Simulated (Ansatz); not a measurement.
Geometry optimisation, UKS PBE/cc-pVDZ in Ansatz.

The input (input.yaml):

```yaml
crystal:
  periodic: [false, false, false]
  atoms:
    - { symbol: H, position_ang: [0.209, -0.4415, -0.1411] }
    - { symbol: C, position_ang: [0.6866, -1.0907, -1.2793] }
    - { symbol: O, position_ang: [1.7161, -0.7404, -1.7753] }
    - { symbol: Si, position_ang: [-0.5085, 0.7891, 1.0745] }
    - { symbol: H, position_ang: [-0.135, -1.5776, -1.8239] }
    - { symbol: H, position_ang: [0.5788, 1.075, 1.9944] }
    - { symbol: H, position_ang: [-0.9321, 1.9265, 0.2752] }
    - { symbol: H, position_ang: [-1.6149, 0.0597, 1.6754] }
magnetization:
  spin_polarized: true
  initial_magnetization: 1
basis:
  gaussian: { orbitals: cc-pVDZ }
hamiltonian:
  xc: pbe
relax:
  f_tol: 0.15
  max_steps: 25
  restrain:
    - { distance: [0, 3], at: 2.72, k: 30.0 }
    - { distance: [1, 0], at: 1.07, k: 30.0 }
output:
  orbitals: {}
```

Launched with:

```bash
$ ansatz run input.yaml --threads 2 --pin off --max-ram 3072MiB --backend cpu --events-out ev --progress --plain --runs-dir out
```

Q: Where does it end, and by what steps?

A: It converged. The restraints hold the end off the free minimum. After 7 steps the energy has fallen by 0.320 eV (the restraints' own energy left out); Si4 moved furthest, 0.66 Å. Joined: H1–C2 (1.39 → 1.10 Å).

```csv
step,energy less start (eV),largest force component (eV/Å),accepted
0,0.0000,1.220,yes
1,-0.0236,1.299,yes
2,0.0168,2.857,yes
3,-0.0890,1.648,yes
4,-0.2212,1.105,yes
5,-0.3154,0.757,yes
6,-0.2728,1.512,no
7,-0.3201,0.774,yes
```

```xyz
8
Properties=species:S:1:pos:R:3
H 0.249 -0.410 -0.419
C 0.638 -0.976 -1.281
O 1.765 -0.828 -1.705
Si -0.759 1.198 1.533
H -0.095 -1.703 -1.742
H 0.690 0.904 1.842
H -0.899 1.882 0.194
H -1.588 -0.066 1.578
```

Run time: 12 s on 2 threads of Intel(R) Xeon(R) Platinum 8488C (Sapphire Rapids), on a shared host, peak memory 0.18 GiB.
